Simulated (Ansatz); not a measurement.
# hcp Os

These are r²SCAN-D4 (plane waves, PAW; Ansatz, a quantum-chemistry and plane-wave program) values and carry that method's errors.

Run with plane-wave cutoff 560 eV, 24×24×14 k mesh (along the axes of the cell as run), Fermi–Dirac smearing 0.05 eV, no spin polarisation, scalar-relativistic PAW data made under PBE.

Cell (relaxed at this level):

```
CELL_PARAMETERS angstrom
      1.36683    -2.36742     0.00000
      1.36683     2.36742     0.00000
      0.00000     0.00000     4.31068
ATOMIC_POSITIONS crystal
  Os 0.33333 0.66667 0.25000
  Os 0.66667 0.33333 0.75000
```

```json
{
 "bulk modulus B0": "434 GPa",
 "band_gap": "none",
 "pressure derivative B′ of the bulk modulus": "4.7"
}
```

Measured, for comparison: bulk modulus 425 GPa (zero-point energy and finite temperature contributions removed; as tabulated in doi:10.1021/acs.jctc.3c00612). Computed (rounded) less measured: bulk modulus +2 %.

Note: the bulk modulus comes from volumes at which shape and atoms were relaxed.

Spin–orbit coupling is not included.

Computing time: roughly 8 core-minutes.
